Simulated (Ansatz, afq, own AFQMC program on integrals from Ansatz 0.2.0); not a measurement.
**Where AFQMC and coupled cluster stand for CHSi, quartet**

```xyz
3

Si    0.0000   -0.1626    1.4393
C     0.0000    0.2684   -3.5150
H     0.0000    1.3316    1.7806
```

Connectivity, by distances: SiH ··· C.

Basis cc-pVDZ. Noble-gas cores (and the filled d shells of Ga–Kr and In–Xe) are frozen. Integrals, coupled cluster, full CI and functionals: Ansatz 0.2.0; the random walks run on the same integrals in our own AFQMC program. The CISD trial takes its coefficients from CCSD amplitudes. Released means that phaseless walkers are propagated on without the constraint, phases kept. ± is one standard error of the sampling.

Determinant: UHF, the one that the program's search chose, which needn't be the lowest solution. The geometry is a point of a scan.

No full CI on the walks' own integrals is used here; CCSDT(Q) serves as the reference and is uncertain by about the last step of the cluster series.

Cautions: lower spins were not checked.

- T1 diagnostic: 0.0133
- weight of the determinant in the CISD state: 0.884
- ⟨S²⟩ of the determinant: 3.772
- size of the correlated space: 9 electrons in 31 orbitals

Reference: CCSDT(Q), correlation energy -4.512 eV. The released energy is read at 2.40 1/Eh (meV from the phaseless value at times in 1/Eh: -1 ± 10 at 0.24, -2 ± 9 at 0.51, -10 ± 8 at 0.99, -20 ± 12 at 1.62, -5 ± 13 at 2.40).

```json
{"level": "HF", "E − E(reference) (mEh)": "165.80", "share of correlation (%)": "0.00"}
{"level": "MP2", "E − E(reference) (mEh)": "49.06", "share of correlation (%)": "70.41"}
{"level": "CCSD", "E − E(reference) (mEh)": "3.55", "share of correlation (%)": "97.86"}
{"level": "CCSD(T)", "E − E(reference) (mEh)": "0.94", "share of correlation (%)": "99.43"}
{"level": "CCSDT", "E − E(reference) (mEh)": "0.07", "share of correlation (%)": "99.96"}
{"level": "ph-AFQMC/CISD", "E − E(reference) (mEh)": "0.80 ± 0.38", "share of correlation (%)": "99.52"}
{"level": "released AFQMC", "E − E(reference) (mEh)": "0.62 ± 0.46", "share of correlation (%)": "99.63"}
```

A walk keeps the symmetry of its determinant, which the program's search chose and which needn't be the lowest solution, so a lower state of the same spin and another symmetry isn't excluded. Released energies are given only where the last usable release times agree within the noise; a slower fall can still hide under it.
